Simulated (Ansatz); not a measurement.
Start from `[OH][AlH2]` and change one atom or group to get `[AlH2][O][SiH3]`.

Ansatz, PBE0-D4/def2-TZVP geometries, multiplicity 1. 

```
                                        property  `[OH][AlH2]`
           LUMO energy (ωB97M-V/def2-TZVPP) / eV          0.63
size of the dipole moment (B3LYP/def2-TZVPP) / D          1.23
           HOMO–LUMO gap (B3LYP/def2-TZVPP) / eV          7.00
               HOMO energy (PBE/def2-TZVPP) / eV         -7.03
             LUMO energy (B3LYP/def2-TZVPP) / eV         -1.19
           HOMO energy (ωB97M-V/def2-TZVPP) / eV        -10.61
```

Question: What does the change do to each property? (Best estimate.)

Answer: The calculation gave: 
```
                                        property  `[AlH2][O][SiH3]`  shift
           LUMO energy (ωB97M-V/def2-TZVPP) / eV               0.40  -0.23
size of the dipole moment (B3LYP/def2-TZVPP) / D               0.42  -0.81
           HOMO–LUMO gap (B3LYP/def2-TZVPP) / eV               6.64  -0.36
               HOMO energy (PBE/def2-TZVPP) / eV              -6.90   0.13
             LUMO energy (B3LYP/def2-TZVPP) / eV              -1.41  -0.22
           HOMO energy (ωB97M-V/def2-TZVPP) / eV             -10.48   0.13
```

With PBE0 the HOMO rises by 0.13 eV and the LUMO falls by 0.22 eV, so the gap narrows by about 0.35 eV. PBE moves the HOMO by 0.13 eV and ωB97M-V by 0.13 eV. Dipoles are sizes alone; their direction can turn.

B3LYP here is the variant with VWN-RPA as its local correlation; programs differ in this.
